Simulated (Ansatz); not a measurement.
Two structures, one formula

Two relaxed structures of CH7AlN (charge +1), closed shell (PBE0-D4/def2-TZVP; forces vanish, vibrations not checked).

A:

N1  (-0.262, -0.547, 0.035)
C2  (-0.834, 0.564, -0.785)
Al3  (1.408, -0.135, 1.009)
H4  (-1.747, 0.237, -1.279)
H5  (-0.103, 0.869, -1.532)
H6  (-1.051, 1.411, -0.137)
H7  (-0.110, -1.361, -0.565)
H8  (-0.968, -0.870, 0.700)
H9  (1.862, -1.396, 1.808)
H10  (1.834, 1.338, 0.724)
(Å)

B:

```
10
angstrom
N -0.8478 0.5549 -0.7913
C -0.2898 -0.5819 0.0303
Al 1.4161 -0.1760 1.0297
H -1.7094 0.3013 -1.2808
H -0.1791 0.8695 -1.4964
H -1.0569 1.3681 -0.2098
H -0.1500 -1.4203 -0.6574
H -1.0841 -0.8851 0.7176
H 2.0141 -1.3397 1.8882
H 1.8868 1.3093 0.7700
```

Program: Ansatz 0.2.0. Basis: def2-TZVPP. Cores are frozen in the correlated methods. B3LYP uses VWN-RPA correlation.

Problem. Which structure is lower at CCSD(T), and by how much? (To be estimated.)

Solution. Computed: A, by 85.2 kJ/mol (electronic energy, against the other). By their contacts, A is CH₇AlN ([CH3][NH2][AlH2]), total charge +1 and B is CH₇AlN ([NH3][CH2][AlH2]), total charge +1.

All methods give the same order:

```csv
method,E(B) − E(A) (kJ/mol)
PBE-D4,76.2
r2SCAN-D4,80.5
PBE0-D4,77.9
B3LYP-D4,83.8
wB97M-V,81.8
HF,88.7
MP2,87.6
CCSD,86.0
CCSD(T),85.2
```

T1 diagnostic: at most 0.009.

Labels in which every atom is bracketed show which atoms are joined, not bond orders.

For scale, one of the runs: CCSD(T)/def2-TZVPP, 202 basis functions, launched by `ansatz run in.yaml --threads 2 --pin off --events-out ev --progress --plain --max-ram 4352MiB`. The run took 25 s on 2 CPU threads of an Intel Xeon Platinum 8488C (shared host), with 2.5 GiB of host memory at its peak.
